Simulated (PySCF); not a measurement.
Gas-phase reaction: 2 SiH₂(NH₂)₂ + N₂ ⇌ 3 N₂H₂ + Si₂H₆

Method: PySCF energies plus ideal-gas RRHO corrections (1 bar). † marks an energy on the PBE0/def2-TZVP geometry and frequencies; other levels use their own. MP2 and CCSD(T) freeze the core. All species are closed-shell singlets. SiH₂(NH₂)₂: computed as isolated molecules; such fragments, hydroxides, amides, oligomers or adducts are transient or little studied in the gas. MP2 isn't extrapolated to the basis-set limit. CCSD(T) isn't extrapolated to the basis-set limit.

```
level                ΔH°(298 K), kJ
-------------------  --------------
CCSD(T)/def2-TZVPP†               …
HF/def2-TZVP†                   995
M06-2X/def2-TZVP†                 …
MP2/def2-SVP†                   945
MP2/def2-TZVPP†                1035
PBE/def2-SVP                    825
PBE/def2-TZVP†                    …
PBE0/def2-SVP†                  878
r2SCAN/def2-TZVP†                 …
ωB97X-V/def2-TZVP†              946
```

What belongs in the gaps?


- CCSD(T)/def2-TZVPP†, ΔH°(298 K), kJ: 955
- M06-2X/def2-TZVP†, ΔH°(298 K), kJ: 1002
- PBE/def2-TZVP†, ΔH°(298 K), kJ: 881
- r2SCAN/def2-TZVP†, ΔH°(298 K), kJ: 961
